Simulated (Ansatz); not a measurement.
**CHF₂O radical: basis-set convergence**

One table from this session's results is given with a row withheld; the runs are named, their logs left out.

Program: Ansatz 0.2.0, Gaussian basis. Level of theory: one geometry, several basis sets. These are calculated values, not measurements.

Plan: PBE0-D4/def2-SVP; ωB97M-V/def2-SVP; PBE0-D4/def2-QZVPP; ωB97M-V/def2-QZVPP; the functionals' def2-TZVPP values are taken from earlier runs.

## The geometry

All runs share one geometry, relaxed beforehand with PBE0-D4 in a triple-zeta def2 set.

SMILES `[O]C(F)F`, 5 atoms, charge 0, spin multiplicity 2.

Atoms are counted from 1 here; the program's logs count them from 0.

Bond lengths: O1–C2 1.320 Å, C2–F3 1.347 Å, C2–F4 1.347 Å, C2–H5 1.113 Å. Angles: O1–C2–F3 113.9°, O1–C2–F4 113.9°, O1–C2–H5 103.3°, F3–C2–F4 106.7°, F3–C2–H5 109.5°, F4–C2–H5 109.5°.

Set-up of the first run:

File in.yaml:

```yaml
crystal:
  periodic: [false, false, false]
  atoms:
    - {symbol: O, position_ang: [-0.541608, -0.387655, 1.137940]}
    - {symbol: C, position_ang: [0.011000, 0.001195, 0.004133]}
    - {symbol: F, position_ang: [1.102708, -0.708031, -0.342829]}
    - {symbol: F, position_ang: [-0.825421, -0.034234, -1.051496]}
    - {symbol: H, position_ang: [0.303321, 1.055024, 0.210752]}
basis:
  gaussian: {orbitals: def2-SVP}
magnetization: {spin_polarized: true, initial_magnetization: 1}
hamiltonian: {xc: pbe0, dispersion: d4}
output: {orbitals: {seedname: orbitals}}
```

Among the steps run: PBE0-D4 in def2-SVP; ωB97M-V in def2-SVP; PBE0-D4 in def2-QZVPP; ωB97M-V in def2-QZVPP.

One of the session's tables, all rows but one given; the rest of the session is left out.

It belongs to the step «Functionals by basis». 

```
functional       basis  HOMO (eV)  LUMO (eV)
   PBE0-D4    def2-SVP      -9.96      -5.14
   PBE0-D4  def2-TZVPP     -10.17      -5.34
   PBE0-D4  def2-QZVPP     -10.22      -5.39
   ωB97M-V    def2-SVP     -12.43      -2.80
   ωB97M-V  def2-TZVPP          ?          ?
   ωB97M-V  def2-QZVPP     -12.72      -3.15
```

Q: Estimate the row for ωB97M-V, def2-TZVPP from the others.

As computed: HOMO (eV): -12.67; LUMO (eV): -3.08. In the column «HOMO (eV)» it lies between ωB97M-V, def2-QZVPP (-12.72) and ωB97M-V, def2-SVP (-12.43).
